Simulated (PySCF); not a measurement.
**P₂+: bond curves at several levels of theory**

One table from this session's results is given with a row withheld; the runs are named, their logs left out.

Method: P def2-TZVPPD, no relativity; program: PySCF 2.14.0.

The first run:

The job is set up so:

```yaml
atoms: P, P
charge: 1
basis: P def2-TZVPPD
Hamiltonian: no relativity
basis_functions: 96
electrons_treated: 29
masses_in_u: 30.9738, 30.9738
levels: PBE0, PBE, r²SCAN, M06-L, BLYP, B97-3, MN15, revPBE, CAM-B3LYP, HF, MP2, SCS-MP2, CCSD, CCSD(T)
grid: 80 radial by 434 angular points
occupations: held fixed by the projection of orbital angular momentum
dissociation_limit: P+ + P, each in its ground configuration
starting_distance_in_angstrom: 2.230
values_of_2S_to_try: 1, 3, 5
```

Command:

```sh
$ OMP_NUM_THREADS=2 python dia.py task.json out
```

Among the steps run: Input; The PBE0 curve of the state that the search chose; Other states along the same grid; PBE (GGA); r²SCAN (meta-GGA); M06-L (meta-GGA); BLYP; B97-3 (global hybrid GGA); MN15; revPBE (GGA); CAM-B3LYP (range-separated hybrid); UHF (mean field); Adding correlation.

One of the session's tables, all rows but one given; the rest of the session is left out.

It belongs to the step «The curves together». Energy (eV) from each level's lowest point:

```
R (Å)    UHF  UHF-MP2  UHF-SCS-MP2  UHF-CCSD  UHF-CCSD(T)
1.693  1.445    1.865        1.834       n/a          n/a
1.772  0.556    0.872        0.848     0.803        0.884
1.851  0.113    0.307        0.291     0.260        0.311
1.910      ?        ?            ?         ?            ?
1.969  0.029    0.000        0.000     0.000        0.000
2.028  0.169    0.010        0.019     0.042        0.013
2.107  0.483    0.130        0.154     0.216        0.146
2.205  1.016    0.390        0.433     0.562        0.436
2.323  1.779    0.774        0.845     1.086        0.886
2.481  2.883    1.290        1.407       n/a          n/a
```

Estimate the missing values for R (Å) = 1.910.

Worked estimate for «UHF». A straight line through the neighbours (1.851, 0.113) and (1.969, 0.029) gives 0.113 + (0.029 − 0.113) × (1.910 − 1.851) / (1.969 − 1.851) = 0.071; a parabola fitted to 4 rows on both sides gives -0.007.

**Answer.** UHF: 0.000; UHF-MP2: 0.088; UHF-SCS-MP2: 0.080; UHF-CCSD: 0.062; UHF-CCSD(T): 0.089. In «UHF» the line misses by +0.071 and the parabola by -0.007.
